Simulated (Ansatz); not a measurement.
Write a Python script for Ansatz's Python interface that makes an active-space calculation of H4O2Si, SMILES O[SiH2]O. Use (for the species named): Hartree-Fock, cc-pVDZ basis, multiplicity 1.

The script reads `h4o2si.xyz`:
```text
7

O    -1.35440   -0.21240    0.26220
Si    0.11120    0.43820    0.01910
O     1.08530   -0.82710   -0.32270
H    -1.74480   -0.52000   -0.54970
H     0.08970    1.35780   -1.14860
H     0.57710    1.12160    1.25290
H     1.29720   -1.42620    0.44110
```

`cas.py`:
```python
"""Active-space calculation on H4O2Si."""

import warnings

import ansatz as az

BASIS_SET = "cc-pVDZ"


def main() -> None:
    warnings.simplefilter("ignore", az.DeckWarning)

    mol = az.Crystal.molecule_from_extxyz("h4o2si.xyz")

    model = mol.calculation().basis(gaussian=BASIS_SET).correlation(active_electrons=2, active_orbitals=2)
    for method in [None, "sc_nevpt2"]:
        rep = (model if method is None else model.correlation(method)).run().report
        space = rep["configurations"]
        state = space["states"][0]
        print(method or "casscf", f"total {rep['free_energy_ev'] / 27.211386246:.6f} Ha, active-space state {state['energy']['hartree']:.6f} Ha, mean field {rep['reference_energy_ev'] / 27.211386246:.6f} Ha")
        print("  determinants", state["n_determinants"], " natural occupations", [round(n, 3) for n in space["natural_occupations"]])
    print("effectively unpaired electrons, sum of min(n, 2 - n):", round(sum(min(n, 2 - n) for n in space["natural_occupations"]), 3))


if __name__ == "__main__":
    main()
```

```console
$ python cas.py
casscf total -441.086980 Ha, active-space state -441.086980 Ha, mean field -441.065975 Ha
  determinants 4  natural occupations [1.979, 0.021]
sc_nevpt2 total -441.543520 Ha, active-space state -441.086978 Ha, mean field -441.065975 Ha
  determinants 4  natural occupations [1.979, 0.021]
effectively unpaired electrons, sum of min(n, 2 - n): 0.042
```

Notes:
- Total energies depend on the basis set; only differences at equal settings carry meaning.
- The geometry is a force-field or estimated start, not a minimum of this method, and the basis set is short of its limit. The active space starts as a window about the frontier orbitals and is then optimised, not chosen by chemistry.
- Timing: 7.3 s on 1 thread of Arm Neoverse V2, with other jobs on the host, peak memory 0.17 GiB.
